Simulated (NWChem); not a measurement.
**Correlation energy of nitrogen (N₂)**

```xyz
2

N      0.0000     0.0000     0.5502
N      0.0000     0.0000    -0.5502
```
Charge 0, spin multiplicity 1.

The numbers come from NWChem runs, not from measurements. All single points use one geometry, from B3LYP/def2-SVP, a minimum by its harmonic frequencies.

Basis set: 6-31G*. Each correlation energy counts from its own Hartree-Fock reference.

The correlated methods keep 2 core orbitals frozen. The Pople sets run with spherical d functions. Coupled-cluster values serve here as a point of comparison, not as the truth.

For the correlation energy, CR-CCSD[T] gives -319.0 mHa and CCSD gives -309.0 mHa. What do CCSDT, CCSD(T), MP2 give?

CCSDT: -320.9 mHa; CCSD(T): -320.8 mHa; MP2: -306.1 mHa.
